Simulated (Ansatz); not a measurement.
CsAg2: from a trial structure to a relaxed crystal

These are results of Ansatz, DFT PBE, scalar-relativistic, plane waves, PAW, not measurements. Cutoff 420 eV, Γ-centred k mesh, Gaussian smearing, no spin polarisation in the final step.

The start puts CsAg2 on the anti-cuprite structure type (Pn-3m, No. 224), with Cs in place of O, Ag in place of Cu, at a guessed volume.

```xyz
6
Lattice="5.7593 0.0000 0.0000 0.0000 5.7593 0.0000 0.0000 0.0000 5.7593" Properties=species:S:1:pos:R:3 pbc="T T T"
Cs    0.0000    0.0000    0.0000
Cs    2.8796    2.8796    2.8796
Ag    1.4398    1.4398    1.4398
Ag    1.4398    4.3195    4.3195
Ag    4.3195    4.3195    1.4398
Ag    4.3195    1.4398    4.3195
```

Steps on the 4×4×4 mesh (6 atoms). 11 of 11 steps are shown, and the free energy counts from the last. Trial steps that were taken back and renewals of the plane-wave basis can be among the rows.

```
step  ΔF (meV/atom) V (Å³/atom) P (GPa)
   1         1325.7        31.84    18.94
   2          867.4        36.73    11.89
   3          553.7        42.09     7.22
   4          359.9        47.95     3.53
   5          296.9        54.18    -0.34
   6          195.8        54.18     2.82
   7          119.8        59.44     1.91
   8           53.6        66.78     1.07
   9           19.1        74.71     0.35
  10           15.6        79.32    -0.10
  11            0.0        79.32     0.36
```

Steps on the 6×6×6 mesh (6 atoms). 5 of 5 steps are shown, and the free energy counts from the last.

| step | ΔF (meV/atom) | V (Å³/atom) | P (GPa) |
| --- | --- | --- | --- |
| 1 | 12.5 | 79.32 | 0.35 |
| 2 | 9.6 | 80.78 | 0.30 |
| 3 | 0.7 | 90.21 | 0.05 |
| 4 | 0.5 | 92.24 | 0.01 |
| 5 | 0.0 | 92.24 | 0.00 |

A final relaxation ran on a 6×6×6 mesh. The relaxed crystal, Pn-3m (No. 224):

```cif
data_structure
_symmetry_space_group_name_H-M 'Pn-3m:1'
_symmetry_Int_Tables_number 224
_cell_length_a 8.2101
_cell_length_b 8.2101
_cell_length_c 8.2101
_cell_angle_alpha 90.000
_cell_angle_beta 90.000
_cell_angle_gamma 90.000
_cell_volume 553.41
loop_
_atom_site_label
_atom_site_type_symbol
_atom_site_symmetry_multiplicity
_atom_site_Wyckoff_symbol
_atom_site_fract_x
_atom_site_fract_y
_atom_site_fract_z
_atom_site_occupancy
Cs1 Cs 2 a 0.00000 0.00000 0.00000 1
Ag1 Ag 4 b 0.25000 0.25000 0.25000 1
```

| Property | Result |
| --- | --- |
| Volume per atom | 92.24 Å³ |
| Density | 2.09 g/cm³ |
| Energy over the elements | 0.99 eV/atom |
| Gap on the 6×6×6 mesh | 0 eV (a metal) |

The zero of energy is the elements' standard structures at the same level; no fitted shifts are applied.

The final run used a 6×6×6 mesh on its 6-atom cell and 0.10 eV smearing. For metals, differences of a few meV/atom aren't resolved.

Symmetry constrained the relaxation, so the result can be a saddle point.

Cost: 4 runs of about 8.7 core-minutes in all, on Arm Neoverse V1 (shared hosts).